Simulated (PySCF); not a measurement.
## Vertical excitation energies

Compound: C₄H₆N₂.
SMILES: `CN1C=CN=C1`

Level of theory: TDDFT CAM-B3LYP/def2-SVPD, vertical, gas phase, core orbitals frozen in the response (PySCF 2.14.0, density-fitted response routines). Isolated species at its PBE0-D3(BJ)/def2-SVP geometry, gas phase.

**Question.** Predict the UV-vis stick spectrum at this level.

**Answer.** 

| state | E (eV) | λ (nm) | f | main configurations (H = HOMO, L = LUMO) |
| --- | --- | --- | --- | --- |
| S1 | 6.32 | 196.1 | 0.0075 | H→L (87%), H→L+2 (10%) |
| S2 | 6.48 | 191.5 | 0.155 | H→L+1 (92%) |
| S3 | 6.68 | 185.5 | 0.0022 | H-1→L+1 (86%) |
| S4 | 6.99 | 177.4 | 0.0023 | H→L+4 (50%), H-2→L+1 (44%) |
| S5 | 7.16 | 173.1 | 0.019 | H→L+2 (85%) |
| S6 | 7.43 | 166.8 | 0.0094 | H→L+3 (82%), H-2→L (9%) |

The lowest singlet lies at 6.32 eV (196 nm, vacuum ultraviolet) and is weak; its leading configuration is HOMO→LUMO (87%). The strongest level in the table is S2 at 6.48 eV (191 nm, f = 0.155). Löwdin shares by element: HOMO carbon 74% or more, nitrogen 10% or more (atoms not listed hold the other 16%); LUMO carbon 36% or more, hydrogen 33% or more (atoms not listed hold the other 31%). Of the 6 states listed, 2 reach f = 0.01 and none stays under 0.0005. The listed states span 1.11 eV, and the widest gap between neighbours is 0.31 eV (S3 to S4). Orbital energies (eV): HOMO-3 -12.72, HOMO-2 -9.15, HOMO-1 -9.10, HOMO -7.89, LUMO 1.12, LUMO+1 1.58, LUMO+2 2.12. No computed singlet lies in the visible range (380 to 750 nm); the lowest, at 196 nm, stands 3.06 eV above its violet end (3.26 eV). The window holds the lowest 6 singlets.
